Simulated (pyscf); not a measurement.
This saddle point was located with ωB97X-D3(BJ)/def2-SVP in PySCF.

```
Cr
O 1 1.5156
O 1 1.5158 2 108.12
F 1 1.6973 2 104.42 3 -110.88
F 1 1.9034 2 122.81 3 153.31
H 5 1.2663 1 88.26 2 -74.75
Cl 6 1.4452 5 141.25 1 -0.14
```
Charge 0, spin multiplicity 1.

Surface: singlet, charge 0. Lowest wavenumbers (cm⁻¹): 635i, 85, 221, 226, 289.

Name the species on either side of this saddle.

O=Cr(=O)(F)–F + HCl ⇌ O=Cr(=O)(F)–Cl + HF, a four-centre exchange read from left to right: Cr–F, Cl–H broken and Cl–Cr, F–H formed. At ωB97M-D3(BJ)/def2-TZVP it lies +16.7 kcal/mol from the left side and +18.3 kcal/mol from the right (each side as separated species at their lowest minima found). This is the saddle that the search found; another between the same sides may lie lower.
